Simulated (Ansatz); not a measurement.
Molecule: C3H7O, charge 0, multiplicity 2. It need not be the lowest isomer of its formula. SMILES: C[CH]OC
Structure (B3LYP-D3(BJ)/def2-TZVP (Ansatz, a program for electronic structure) minimum search):
```
C
O 1 1.3613
H 1 1.0875 2 116.23
C 2 1.4182 1 115.19 3 26.68
H 4 1.0878 2 107.07 1 -178.00
H 4 1.0939 5 109.63 2 120.24
H 4 1.0953 5 109.39 6 119.62
C 1 1.4808 3 121.56 2 -148.70
H 8 1.0905 1 110.24 3 -37.32
H 8 1.0932 9 108.40 1 121.61
H 8 1.1004 9 107.76 10 115.42
```
Charge 0, spin multiplicity 2.

Parts of the frozen-core correlation energy in 6-31G* (Ansatz, hartree). Frozen orbitals: 4; correlated occupied orbitals by spin: 13 and 12; virtual: 57 and 58. Open shells are spin-unrestricted. Spin-orbit coupling is left out. Non-relativistic.

| term | value |
|---|---|
| reference (HF) | -192.47881 |
| MP2 opposite-spin | -0.41140 |
| MP2 same-spin | -0.13449 |
| CCSD correlation | -0.59170 |
| (T) | -0.01557 |
| T1 diagnostic | 0.015 |
| largest doubles amplitude | 0.018 |
| <S^2> of the reference | 0.761 |
